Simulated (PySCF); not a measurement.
# Li: ionisation energy

Li [He] 2s1 (2S) → Li⁺ 1s2 (1S), as a difference of total energies. Computed with PySCF 2.14 in Sapporo-DZP-2012, with scalar relativity by spin-free X2C-1e. The calculations carry no spin-orbit coupling.

| method | ionisation energy (eV) |
| --- | --- |
| UHF | 5.342 |
| PBE | 5.583 |
| PBE0 | 5.567 |

For comparison: 5.392 eV (measured; NIST Atomic Spectra Database, ionization energies).
